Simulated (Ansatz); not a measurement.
Input for Ansatz (a first-principles code): U-CCSD(T)/aug-cc-pVTZ on HFHts, 2S+1 = 2.

Ansatz 0.2 input:
```yaml
crystal:
  periodic: [false, false, false]
  atoms:
    - {symbol: H, position_ang: [0.00000000, 0.00000000, 1.13721700]}
    - {symbol: F, position_ang: [0.00000000, 0.00000000, 0.00000000]}
    - {symbol: H, position_ang: [0.00000000, 0.00000000, -1.13721700]}
basis:
  gaussian:
    orbitals: aug-cc-pVTZ
magnetization: {spin_polarized: true, initial_magnetization: 1}
correlation: {method: ccsd_t, electrons: outside_noble_gas}
scf: {omitted_lower_state_checks: [cluster_reference]}
```

Program output:

```
WARN ansatz: RAYON_NUM_THREADS=2 ignored (pool sized by the plan → 2); use --threads N
Functional definition: HF
these checks for a lower state are left out or cut short: cluster_reference
integrals: 0.14 GiB planned
546 factors; integrals over basis functions are off by at most 1.3e-3 eV
mean field: 0.15 GiB planned
mean field evaluation 1: about -2732.9525 eV, gradient 1.3e1 eV
mean field evaluation 2: about -2732.9529 eV, gradient 1.3e1 eV
mean field evaluation 4: about -2733.7639 eV, gradient 2.6e0 eV
mean field evaluation 8: about -2733.9215 eV, gradient 1.4e-3 eV
mean field -2733.92146752 eV, -100.4697608129 hartree, gradient 2.5e-6 eV, S^2 0.794706; 0 other end points of the search recorded, 0 dependent functions left out
1 core orbitals not correlated
reference -2733.92146752 eV, -100.4697608129 hartree; 5, 4 occupied and 86, 87 virtual orbitals, 546 factors
second order -8.10932208 eV of doubles, -0.00000000 eV of singles
coupled cluster: 0.39 GiB planned
cycle   1  -7.99220579 eV  change    1.2e-1 eV  update   6.2e-2
cycle   2  -8.19614282 eV  change   -2.0e-1 eV  update   2.3e-2
cycle   3  -8.26783907 eV  change   -7.2e-2 eV  update   1.4e-2
cycle   4  -8.26105266 eV  change    6.8e-3 eV  update   3.8e-3
cycle   5  -8.26128901 eV  change   -2.4e-4 eV  update   1.3e-3
cycle   6  -8.26189790 eV  change   -6.1e-4 eV  update   3.3e-4
cycle   7  -8.26192825 eV  change   -3.0e-5 eV  update   9.2e-5
cycle   8  -8.26195248 eV  change   -2.4e-5 eV  update   2.8e-5
cycle   9  -8.26196150 eV  change   -9.0e-6 eV  update   7.7e-6
perturbative correction -0.26445044 eV, -0.0097183746 hartree
Total energy: -2742.44787946 eV, -100.7831006724 hartree
Checks for a lower state left out: cluster_reference
```

The calculation finished and met its thresholds.

Cost: about 7 core-seconds (a rough figure).
